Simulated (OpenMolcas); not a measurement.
# CH4OSi (SMILES CO[SiH]): levels of theory compared

Aim: a comparison of 6 runs (HF/3-21G, B3LYP/aug-cc-pVDZ, M06-L/aug-cc-pVDZ, PBE0/aug-cc-pVDZ, MP2/aug-cc-pVDZ, CCSD(T)/aug-cc-pVDZ) of CH4OSi. 

The results are computed with OpenMolcas 26.06.

### Step 1. The structure to begin with

The species is CH4OSi (7 atoms), meant as a singlet with charge 0. SMILES: `CO[SiH]`. The shape is that of a PBE0-D4/def2-TZVP optimisation. This is one conformer, not always the lowest.

Bond lengths: C1–O2 1.410 Å, O2–Si3 1.639 Å, C1–H4 1.092 Å, C1–H5 1.095 Å, C1–H6 1.092 Å, Si3–H7 1.552 Å. Angles: C1–O2–Si3 130.6°, O2–C1–H4 109.2°, O2–C1–H5 110.9°, O2–C1–H6 109.2°, O2–Si3–H7 97.1°, H4–C1–H5 109.5°, H4–C1–H6 108.5°, H5–C1–H6 109.5°.

### Step 2. Energy and gradient at HF/3-21G (run 1)

mol.inp

```
* CH4OSi Hartree-Fock
&GATEWAY
BasLib=$CurrDir
Coord
7
angstrom
C       -0.512400       0.485500      -0.338500
O       -0.443200      -0.446500       0.717600
Si       0.796900      -1.387300       1.229900
H       -1.296400       0.180800      -1.035500
H        0.443800       0.547500      -0.868700
H       -0.769300       1.467500       0.065400
H        1.841700      -0.915600       0.184100
Basis=3-21G
Group=NoSym
&SEWARD
&SCF
Thresholds=1e-10 1e-07 1e-07 1e-05
PrOrbitals=1 2
&ALASKA
```

The basis set 3-21G is read from a file made from the Basis Set Exchange's data (not shown).

On the command line:

```sh
$ export MOLCAS_MEM=1860
$ pymolcas mol.inp > mol.log
```

Log:

```text
--- Start Module: gateway ---
[...]
--- Stop Module: gateway /rc=_RC_ALL_IS_WELL_ ---
[...]
      Basis functions           39
[...]
--- Start Module: scf ---
[...]
       Convergence after  12 Iterations
[...]
::    Total SCF energy                               -401.8091006730
[...]
      Total spin, S                                     0.0000000000
[...]
      Total electronic charge=   32.000000
      Total            charge=   -0.000000
[...]
      Dipole Moment (debye):
      Origin of the operator (angstrom)=    0.1546   -0.6473    0.6693
                   X=  2.4351E-01               Y=  1.2692E+00               Z= -1.5981E+00           Total=  2.0552E+00
      Quadrupole Moment (debye*angstrom):
[...]
--- Stop Module: scf /rc=_RC_ALL_IS_WELL_ ---
--- Start Module: alaska ---
[...]
 *              Molecular gradients               *
 **************************************************
  Irreducible representation: a
 ------------------------------------------------------------------------------------------
                              X                       Y                       Z
 ------------------------------------------------------------------------------------------
  C1                8.36939482349308E-03   -1.55412448991208E-02    1.41326988537829E-02
  O2                6.19056819845554E-03   -1.07429275020410E-03   -1.65812149788347E-03
  SI3              -1.26175944087894E-02    1.53596653960157E-02   -1.19836791140244E-02
  H4               -5.69857099545201E-03   -3.12712524747627E-03   -3.51087383516147E-03
  H5                6.66694359725728E-03   -1.11376852415235E-03   -1.89985381193436E-03
  H6               -2.04740738991727E-03    5.80362268697732E-03    4.13839043508679E-03
  H7               -8.63333825020796E-04   -3.06856662039834E-04    7.81438970155479E-04
 ------------------------------------------------------------------------------------------
--- Stop Module: alaska /rc=_RC_ALL_IS_WELL_ ---
[...]
```

Run time: 2.1 s. Hardware: 1 thread of Arm Neoverse V1, shared host; peak memory 0.37 GiB.

### Step 3. Energy and forces at B3LYP/aug-cc-pVDZ (run 2)

calc.input

```
>>> EXPORT MOLCAS_PRINT=2

&GATEWAY
  BASLIB=$CurrDir
  COORD
  7
  angstrom
  C       -0.512400       0.485500      -0.338500
  O       -0.443200      -0.446500       0.717600
  Si       0.796900      -1.387300       1.229900
  H       -1.296400       0.180800      -1.035500
  H        0.443800       0.547500      -0.868700
  H       -0.769300       1.467500       0.065400
  H        1.841700      -0.915600       0.184100
  BASIS=aug-cc-pVDZ
  GROUP=NoSym

&SEWARD
  GRIDINPUT
  Grid=UltraFine
  End of Grid

&SCF
  KSDFT=B3LYP
  THRESHOLDS=1e-10 1e-07 1e-07 1e-05
  PRORBITALS=0

&ALASKA
```

The basis set aug-cc-pVDZ is read from a file made from the Basis Set Exchange's data (not shown).

On the command line:

```sh
$ export MOLCAS_MEM=1860
$ pymolcas calc.input > calc.log
```

Log:

```text
--- Start Module: gateway ---
[...]
--- Stop Module: gateway /rc=_RC_ALL_IS_WELL_ ---
[...]
      Basis functions          109
[...]
--- Start Module: scf ---
[...]
       Convergence after  15 Iterations
[...]
::    Total KS-DFT energy                            -405.2333126470
[...]
      Total spin, S                                     0.0000000000
[...]
      Total electronic charge=   32.000000
      Total            charge=   -0.000000
[...]
      Dipole Moment (debye):
      Origin of the operator (angstrom)=    0.1546   -0.6473    0.6693
                   X= -6.0372E-02               Y=  1.0691E+00               Z= -1.2202E+00           Total=  1.6234E+00
      Quadrupole Moment (debye*angstrom):
[...]
--- Stop Module: scf /rc=_RC_ALL_IS_WELL_ ---
[...]
--- Start Module: alaska ---
[...]
 *              Molecular gradients               *
 **************************************************
  Irreducible representation: a
 ------------------------------------------------------------------------------------------
                              X                       Y                       Z
 ------------------------------------------------------------------------------------------
  C1                1.03046796651629E-04   -4.30554843826592E-03    4.92703515272996E-03
  O2                2.18951431832153E-02   -1.02984478553633E-02    1.67486504285597E-03
  SI3              -2.07283255604143E-02    1.86082996328718E-02   -1.19367160563719E-02
  H4                3.33083079094898E-03    1.20795753767694E-03    2.85259569040153E-03
  H5               -3.41962279885522E-03   -4.60484654795312E-04    2.16623579473030E-03
  H6                1.16657316013097E-03   -4.03830125422000E-03   -1.64036998512895E-03
  H7               -2.34764557165956E-03   -7.13474967956429E-04    1.95635436076902E-03
 ------------------------------------------------------------------------------------------
--- Stop Module: alaska /rc=_RC_ALL_IS_WELL_ ---
[...]
```

Run time: 60 s. Hardware: 1 thread of Arm Neoverse V1, shared host; peak memory 0.64 GiB.

Runs 3 to 5 aren't shown in full; the table further down has their settings and results.

### Step 4. The energy at CCSD(T)/aug-cc-pVDZ (Cholesky decomposition) (run 6)

run.input

```
>>> EXPORT MOLCAS_PRINT=2
&GATEWAY
BASLIB
$CurrDir
COORD
7
angstrom
C       -0.512400       0.485500      -0.338500
O       -0.443200      -0.446500       0.717600
Si       0.796900      -1.387300       1.229900
H       -1.296400       0.180800      -1.035500
H        0.443800       0.547500      -0.868700
H       -0.769300       1.467500       0.065400
H        1.841700      -0.915600       0.184100
BASIS
aug-cc-pVDZ
GROUP
NoSym
&SEWARD
HIGH
&SCF
THRESHOLDS
1e-10 1e-07 1e-07 1e-05
PRORBITALS
1 1
&CHCC
FROZEN
7
THRESHOLD
1e-08
MAXITERATIONS
80
&CHT3
FROZEN
7
```

The basis set aug-cc-pVDZ is read from a file made from the Basis Set Exchange's data (not shown).

On the command line:

```sh
$ export MOLCAS_MEM=1860
$ pymolcas run.input > run.log
```

Log:

```text
--- Start Module: gateway ---
[...]
--- Stop Module: gateway /rc=_RC_ALL_IS_WELL_ ---
[...]
      Basis functions          109
[...]
       Convergence after  12 Iterations
[...]
::    Total SCF energy                               -403.9784295219
[...]
      Total spin, S                                     0.0000000000
[...]
      Total electronic charge=   32.000000
      Total            charge=   -0.000000
[...]
      Dipole Moment (debye):
      Origin of the operator (angstrom)=    0.1546   -0.6473    0.6693
                   X=  1.3178E-01               Y=  1.1065E+00               Z= -1.3551E+00           Total=  1.7544E+00
      Quadrupole Moment (debye*angstrom):
[...]
--- Start Module: chcc ---
[...]
--- Stop Module: chcc /rc=_RC_ALL_IS_WELL_ ---
[...]
--- Start Module: cht3 ---
[...]
--- Stop Module: cht3 /rc=_RC_ALL_IS_WELL_ ---
[...]
```

Run time: 5.5 min. Hardware: 1 thread of Arm Neoverse V1, shared host; peak memory 0.2 GiB.

### Step 5. All runs side by side

| run | level | integration grid | task | energy (Eh) | dipole moment (D) of the reference | HOMO energy (eV) | LUMO energy (eV) | wall time |
| --- | --- | --- | --- | --- | --- | --- | --- | --- |
| 1 | HF/3-21G | – | gradient | -401.809101 | 2.06 | -8.89 | 1.36 | 2.1 s |
| 2 | B3LYP/aug-cc-pVDZ | UltraFine | gradient | -405.233313 | 1.62 | -6.39 | -2.24 | 60 s |
| 3 | M06-L/aug-cc-pVDZ | UltraFine | gradient | -405.185451 | 1.70 | -5.66 | -2.53 | 85 s |
| 4 | PBE0/aug-cc-pVDZ | UltraFine | gradient | -404.954202 | 1.71 | -6.56 | -2.05 | 53 s |
| 5 | MP2/aug-cc-pVDZ | – | energy | -404.415755 | 1.75 | -9.01 | 0.65 | 12 s |
| 6 | CCSD(T)/aug-cc-pVDZ (Cholesky decomposition) | – | energy | -404.468262 | 1.75 | -9.01 | 0.65 | 5.5 min |

### Step 6. Results

```
                                          quantity          value
                               run 6: total energy  -404.46826 Eh
         run 6: dipole moment (mean-field density)         1.75 D
        run 6: HOMO energy (Hartree–Fock orbitals)       -9.01 eV
        run 6: LUMO energy (Hartree–Fock orbitals)        0.65 eV
      run 6: HOMO–LUMO gap (Hartree–Fock orbitals)        9.66 eV
run 6: correlation energy (7 core orbitals frozen)     -489.8 mEh
                             run 6: (T) correction     -15.26 mEh
```

What this shows: Over runs 1, 2, 3, 4 the dipole moment (its size) runs from 1.62 D (B3LYP/aug-cc-pVDZ) to 2.06 D (HF/3-21G). The two ends differ in method and basis. Over runs 1, 2, 3, 4 the HOMO–LUMO gap runs from 3.12 eV (M06-L/aug-cc-pVDZ) to 10.24 eV (HF/3-21G). Totals of different functionals can't be ranked against each other. All runs together took 9 min, the longest 5.5 min.
